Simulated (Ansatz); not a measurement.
**Nudged elastic band run: FH2SSi**

Input file:

```yaml
crystal:
  periodic: [false, false, false]
  atoms:
    - { symbol: F, position_ang: [-0.333111, -0.020419, 1.606129] }
    - { symbol: Si, position_ang: [0.087938, -0.082321, 0.04076] }
    - { symbol: S, position_ang: [-1.15388, 1.06772, -1.217165] }
    - { symbol: H, position_ang: [-0.019898, -1.501429, -0.396462] }
    - { symbol: H, position_ang: [1.468851, 0.46285, -0.074663] }
magnetization:
  spin_polarized: true
  initial_magnetization: 1
basis:
  gaussian: { orbitals: def2-SVP }
hamiltonian:
  xc: pbe0
  dispersion: d4
neb:
  order_check: false
  images: 7
  f_tol: 0.03
  max_iterations: 60
  final_atoms:
    - { symbol: F, position_ang: [-0.24906791, -0.30158226, 1.7386903] }
    - { symbol: Si, position_ang: [0.18776069, -0.69007671, 0.21679366] }
    - { symbol: S, position_ang: [-0.05080844, 0.94680137, -1.13230472] }
    - { symbol: H, position_ang: [-0.75567523, -1.73948828, -0.28483471] }
    - { symbol: H, position_ang: [0.91769089, 1.71074687, -0.57974553] }
  initial_path:
    images:
      - { positions_ang: [[-0.333111, -0.020419, 1.606129], [0.087938, -0.082321, 0.04076], [-1.15388, 1.06772, -1.217165], [-0.019898, -1.501429, -0.396462], [1.468851, 0.46285, -0.074663]] }
      - { positions_ang: [[-0.37042053, -0.05526878, 1.62769771], [0.11104364, -0.13891426, 0.09229063], [-1.00518421, 1.09735988, -1.19141088], [-0.03389946, -1.54150795, -0.36432041], [1.34836055, 0.56473211, -0.20565806]] }
      - { positions_ang: [[-0.40773006, -0.09011856, 1.64926643], [0.13414929, -0.19550752, 0.14382127], [-0.85648841, 1.12699976, -1.16565675], [-0.04790092, -1.5815869, -0.33217882], [1.22787011, 0.66661423, -0.33665312]] }
      - { positions_ang: [[-0.44503959, -0.12496834, 1.67083514], [0.15725493, -0.25210079, 0.1953519], [-0.70779262, 1.15663964, -1.13990263], [-0.06190239, -1.62166585, -0.30003723], [1.10737966, 0.76849634, -0.46764818]] }
      - { positions_ang: [[-0.48234912, -0.15981812, 1.69240385], [0.18036058, -0.30869405, 0.24688253], [-0.55909683, 1.18627952, -1.11414851], [-0.07590385, -1.66174481, -0.26789564], [0.98688922, 0.87037845, -0.59864324]] }
      - { positions_ang: [[-0.42402882, -0.19525916, 1.70397547], [0.18221061, -0.40403971, 0.23936031], [-0.43202473, 1.12640999, -1.11868756], [-0.2458467, -1.68118067, -0.2721304], [0.96958963, 1.08047056, -0.59391881]] }
      - { positions_ang: [[-0.36570851, -0.23070019, 1.71554708], [0.18406063, -0.49938538, 0.2318381], [-0.30495263, 1.06654045, -1.12322662], [-0.41578954, -1.70061654, -0.27636517], [0.95229005, 1.29056266, -0.58919439]] }
      - { positions_ang: [[-0.30738821, -0.26614122, 1.72711869], [0.18591066, -0.59473104, 0.22431588], [-0.17788053, 1.00667091, -1.12776567], [-0.58573239, -1.72005241, -0.28059994], [0.93499047, 1.50065477, -0.58446996]] }
      - { positions_ang: [[-0.24906791, -0.30158226, 1.7386903], [0.18776069, -0.69007671, 0.21679366], [-0.05080844, 0.94680137, -1.13230472], [-0.75567523, -1.73948828, -0.28483471], [0.91769089, 1.71074687, -0.57974553]] }
```

Command:

```bash
$ ansatz run input.yaml --threads 1 --pin off --max-ram 2048MiB --backend cpu --events-out ev --progress --plain --runs-dir out
```

Output, in part (warnings, iteration lines, the closing report on the highest movable image, with atoms numbered from 0):

```
NEB end point (image 0): max|allowed force component| = 6.850e-3 eV/Å (the criterion of neb.relax_end_points is 1.000e-2)
NEB end point (image 8): max|allowed force component| = 1.685e-2 eV/Å (the criterion of neb.relax_end_points is 1.000e-2)
NEB iter   1: max|band force component| = 1.745e0 eV/Å  barrier→ = 1.2879 eV  barrier← = 1.1997 eV  Δτ_max = 0.1956 Å  (373 SCF iters)
NEB iter   2: max|band force component| = 9.937e-1 eV/Å  barrier→ = 1.0718 eV  barrier← = 0.9836 eV  Δτ_max = 0.1309 Å  (263 SCF iters)
NEB iter   3: max|band force component| = 1.150e0 eV/Å  barrier→ = 0.9791 eV  barrier← = 0.8909 eV  Δτ_max = 0.0535 Å  (227 SCF iters)
NEB iter   4: max|band force component| = 5.099e-1 eV/Å  barrier→ = 1.0191 eV  barrier← = 0.9309 eV  Δτ_max = 0.0196 Å  (213 SCF iters)
NEB iter   5: max|band force component| = 6.390e-1 eV/Å  barrier→ = 1.0285 eV  barrier← = 0.9404 eV  CI = image 3  Δτ_max = 0.0662 Å  (204 SCF iters)
NEB iter   6: max|band force component| = 5.421e-1 eV/Å  barrier→ = 1.1094 eV  barrier← = 1.0212 eV  CI = image 3  Δτ_max = 0.0371 Å  (220 SCF iters)
NEB iter   7: max|band force component| = 1.664e-1 eV/Å  barrier→ = 1.1166 eV  barrier← = 1.0284 eV  CI = image 3  Δτ_max = 0.0105 Å  (213 SCF iters)
NEB iter   8: max|band force component| = 5.524e-2 eV/Å  barrier→ = 1.1165 eV  barrier← = 1.0284 eV  CI = image 3  Δτ_max = 0.0024 Å  (195 SCF iters)
NEB iter   9: max|band force component| = 1.749e-2 eV/Å  barrier→ = 1.1164 eV  barrier← = 1.0283 eV  CI = image 3  Δτ_max = 0.0000 Å  (402 SCF iters)
Total energy: -21444.53964774 eV, -788.0722964233 hartree
Atom 0 at    -0.426182    -0.181859     1.718660 Å, force     0.000175    -0.000153    -0.005989 eV/Å
Atom 1 at     0.052941    -0.279319     0.173527 Å, force    -0.000088     0.006667     0.009519 eV/Å
Atom 2 at    -0.521646     1.221723    -1.129571 Å, force     0.002585    -0.004014     0.003119 eV/Å
Atom 3 at    -0.030776    -1.708706    -0.224341 Å, force     0.001971     0.004324    -0.004641 eV/Å
Atom 4 at     0.975563     0.874562    -0.579675 Å, force    -0.004644    -0.006824    -0.002009 eV/Å
Dipole moment:     0.171972    -0.227513    -0.092447 e Å
```

The run converged. A vibrational analysis at the climbing image gives one clearly imaginary mode, 1341i cm⁻¹: a first-order saddle point.

Final band (atoms are numbered from 1 in the order of the input):

```json
{"image": "0", "path coordinate (Å)": "0.00", "energy (eV)": "0.00", "Si2–H5 (Å)": "1.49", "S3–H5 (Å)": "2.92"}
{"image": "1", "path coordinate (Å)": "0.39", "energy (eV)": "0.13", "Si2–H5 (Å)": "1.50", "S3–H5 (Å)": "2.55"}
{"image": "2", "path coordinate (Å)": "0.78", "energy (eV)": "0.59", "Si2–H5 (Å)": "1.54", "S3–H5 (Å)": "2.09"}
{"image": "3", "path coordinate (Å)": "1.17", "energy (eV)": "1.12", "Si2–H5 (Å)": "1.66", "S3–H5 (Å)": "1.63"}
{"image": "4", "path coordinate (Å)": "1.49", "energy (eV)": "0.71", "Si2–H5 (Å)": "1.92", "S3–H5 (Å)": "1.40"}
{"image": "5", "path coordinate (Å)": "1.82", "energy (eV)": "0.32", "Si2–H5 (Å)": "2.26", "S3–H5 (Å)": "1.35"}
{"image": "6", "path coordinate (Å)": "2.15", "energy (eV)": "0.15", "Si2–H5 (Å)": "2.55", "S3–H5 (Å)": "1.35"}
{"image": "7", "path coordinate (Å)": "2.47", "energy (eV)": "0.11", "Si2–H5 (Å)": "2.63", "S3–H5 (Å)": "1.35"}
{"image": "8", "path coordinate (Å)": "2.80", "energy (eV)": "0.09", "Si2–H5 (Å)": "2.63", "S3–H5 (Å)": "1.35"}
```

Time of the run: 5 min on 1 thread of Arm Neoverse N1, with other jobs on the host, peak memory 0.15 GiB.
